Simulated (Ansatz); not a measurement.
C₂H₂F₂ (`F/C=C\F`), charge 0, multiplicity 1.

Problem. Give a relaxed structure at PBE0-D4/def2-TZVP (the Gaussian-basis code of Ansatz). (An estimate is asked.)

Solution. Computed: 
Z-matrix (Å, degrees):
```
C
C 1 1.320
F 1 1.330 2 122.8
H 1 1.082 2 122.4 3 -180.0
F 2 1.330 1 122.8 3 -0.0
H 2 1.082 1 122.4 3 180.0
```
Point group C2v.
